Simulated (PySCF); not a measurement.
methanol (CH₄O), SMILES CO. Geometry: B3LYP-D3(BJ)/def2-TZVP.

Question: Give the equilibrium geometry at B3LYP-D3(BJ)/def2-TZVP (PySCF confirms it by a frequency run) as a Z-matrix, and its point group. (The exact figures need the calculation; the answer reports its results.)

Answer: point group Cs.
```
C
H 1 1.0891
H 1 1.0958 2 108.35
H 1 1.0958 2 108.35 3 117.93
O 1 1.4207 2 106.79 3 -121.04
H 5 0.9621 1 108.72 2 -180.00
```
